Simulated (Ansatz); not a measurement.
C4H7NO can be A, `C=COC(=C)N`, or B, `CC1=NCCO1`.

Program: Ansatz. Geometries: PBE0-D4/def2-TZVP. ΔE: electronic, gas phase. CCSD(T)/CBS is the MP2 limit (def2-TZVPP, def2-QZVPP) plus CCSD(T) − MP2 in def2-TZVPP, frozen cores. DFT in def2-TZVPP. Each species was taken in one conformer, which may not be the lowest.

A:

Z-matrix (Å, degrees):
```
C
C 1 1.323
H 1 1.080 2 119.5
H 1 1.083 2 121.6 3 -179.0
O 2 1.364 1 121.4 3 177.1
H 2 1.085 1 123.6 3 -1.5
C 5 1.367 2 117.7 1 167.0
C 7 1.331 5 119.8 2 132.6
N 7 1.385 5 113.2 2 -46.8
H 8 1.079 7 119.9 5 -7.6
H 8 1.081 7 120.8 5 172.0
H 9 1.007 7 113.8 5 -174.5
H 9 1.011 7 113.9 5 -44.0
```

B:

```xyz
13

C    -0.266   -1.648   -1.341
C    -0.149   -0.554   -0.352
N    -0.755   -0.470    0.755
C    -0.327    0.777    1.376
C     0.677    1.385    0.382
O     0.703    0.443   -0.700
H    -0.961   -2.400   -0.974
H     0.712   -2.102   -1.517
H    -0.620   -1.254   -2.296
H    -1.192    1.423    1.547
H     0.121    0.572    2.352
H     1.689    1.473    0.783
H     0.368    2.354   -0.015
```

(1) Which isomer does CCSD(T)/CBS put lower? Give the gap. (Estimate.)

(2) Give E(B) − E(A) in kJ/mol with B2PLYP, HF/def2-TZVPP, PBE0-D4, CCSD(T)/def2-TZVPP, MP2/def2-TZVPP, CCSD/def2-TZVPP, PBE-D4. (Estimate.)

Largest T1 diagnostic: 0.013.

## Answers

(1) The calculation gave: B, by 115.2 kJ/mol.

(2) The calculation gave: B2PLYP -108.6, HF/def2-TZVPP -112.9, PBE0-D4 -121.4, CCSD(T)/def2-TZVPP -119.5, MP2/def2-TZVPP -125.0, CCSD/def2-TZVPP -119.9, PBE-D4 -110.6. None reverses the order clearly.

From PBE to PBE0 (25 % exact exchange), in def2-TZVPP and without D4, E(B) − E(A) moves by −11.2 kJ/mol. In def2-TZVPP, CCSD(T) changes the Hartree–Fock value by −6.6 kJ/mol (the triples alone add +0.4 kJ/mol) and MP2 by −12.0 kJ/mol.
